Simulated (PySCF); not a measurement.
# Excitation energies in several basis sets

Species: butane, C4H10.
SMILES: `CCCC`

TDDFT with PBE0 (PySCF), vertical singlets, core orbitals frozen in the response, spherical d and f functions. The structure is a single PBE0-D3(BJ)/def2-SVP conformer in the gas phase; no vibrational or solvent corrections.

```json
{"basis": "6-31G*", "functions": "76", "diffuse": "no", "S1 (eV)": "10.30", "S2 (eV)": "10.42", "S3 (eV)": "10.81", "S4 (eV)": "10.98", "S5 (eV)": "11.18", "LUMO (eV)": "2.91", "α (au)": "44.3"}
{"basis": "def2-SVP", "functions": "106", "diffuse": "no", "S1 (eV)": "9.42", "S2 (eV)": "9.63", "S3 (eV)": "10.03", "S4 (eV)": "10.08", "S5 (eV)": "10.30", "LUMO (eV)": "1.91", "α (au)": "46.1"}
{"basis": "def2-SVPD", "functions": "160", "diffuse": "yes", "S1 (eV)": "8.55", "S2 (eV)": "8.75", "S3 (eV)": "9.07", "S4 (eV)": "9.17", "S5 (eV)": "9.23", "LUMO (eV)": "0.87", "α (au)": "52.6"}
{"basis": "def2-TZVP", "functions": "184", "diffuse": "no", "S1 (eV)": "8.84", "S2 (eV)": "9.02", "S3 (eV)": "9.42", "S4 (eV)": "9.47", "S5 (eV)": "9.64", "LUMO (eV)": "1.26", "α (au)": "51.6"}
```

Q: How much do these states and the polarisability depend on the basis?

A: States are compared by their number. Against the only diffuse basis here (def2-SVPD, itself not a converged limit), sets without diffuse functions differ by up to 1.75 eV in S1 and 1.95 eV in S5. State by state, the largest deviation of a set without diffuse functions is S1 1.75, S2 1.68, S3 1.73, S4 1.81, S5 1.95 eV. The same number needn't mean the same state in each row. Against def2-SVPD the polarisability deviates by -16% in 6-31G*, -12% in def2-SVP, -2% in def2-TZVP.
